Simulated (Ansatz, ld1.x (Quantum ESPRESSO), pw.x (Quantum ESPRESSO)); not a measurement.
Equation-of-state test of one TM potential (Ir)

ld1.x (Quantum ESPRESSO) 7.5 input, shortened:

```
&input
   title='Ir', zed=77., rel=1, dft='PBESOL', iswitch=3,
   config='[Xe] 4f14 5d7 6s2 6p0'
 /
 &inputp
   pseudotype=2, tm=.true., lloc=1,
   nlcc=.true., new_core_ps=.true., rcore=1.45
 /
3
6S  1  0   2.00   0.00  1.88  1.88  0.0
5D  3  2   7.00   0.00  1.26  1.26  0.0
6P  2  1   0.00   0.00  2.76  2.76  0.0
 &test
   configts(1)='5d7 6s2 6p0'
 /
```

Atomic tests: cutoffs needed: 40 Ry and 70 Ry (the cutoffs (Ry, on a coarse ladder) from which the occupation-weighted sum of valence levels, in a spherical-Bessel basis at the reference potential, stays within 10 and 1 mRy of its value at 400 Ry); ghost test: no extra level below or beside the all-electron valence levels (s, d, p, f tested) (spherical-Bessel basis up to 400 Ry, 20 bohr box); largest excitation error: -315 meV (all-electron minus pseudo) for 5d6 6s0 6p0, out of 7 test configurations.

Crystal test: bcc Ir in pw.x 7.5, no spin, 15³ k-points, Fermi–Dirac smearing 0.01 Ry, cutoffs 85/340 Ry. The reference is all-electron LAPW (Ansatz 0.2.0) with the same functional, mesh and smearing; V0 and B0 come from Birch–Murnaghan fits to the pressures at five volumes. Errors are pseudo minus all-electron; Δ is the rms difference of the E(V) curves that follow from these fits, minima aligned, over ±6 % about the mean V0. Mesh and smearing are coarse, so the numbers serve the comparison and aren't converged zero-temperature values; the lattice is a test structure that the element need not adopt.

All-electron: a0 = 3.079 Å (V0 = 14.59 Å³/atom), B0 = 339.1 GPa.

Question: How far does the potential miss the all-electron equation of state?

Answer: mean pressure error (GPa): +43.61. The pressure does not cross zero within the volumes sampled, so no fit is given. The largest radius (2.76 bohr) exceeds half the bond length (2.52 bohr), so the spheres overlap, which is one possible source of error among others. This is a poor potential for the solid.

| V (Å³/atom) | P all-electron (GPa) | P pseudo (GPa) |
| --- | --- | --- |
| 13.847 | 20.24 | 74.03 |
| 14.212 | 9.56 | 57.59 |
| 14.576 | 0.36 | 43.35 |
| 14.940 | -7.55 | 31.01 |
| 15.305 | -14.36 | 20.32 |

Question: At the middle volume, how do free energy and pressure move when the wave cutoff is lowered (ecutrho kept at four times it)?

Answer:

```
cutoff (Ry)  shift of F (meV/atom)  shift of P (GPa)
         38                  +90.9             -5.80
         51                  +41.6             -0.47
         68                   +4.2             -0.45
```

The run at the middle volume (120 k-points, 6 iterations) took about 16 s on one core of a shared host (Neoverse-V1, 32 threads, 247 GiB, load 25).
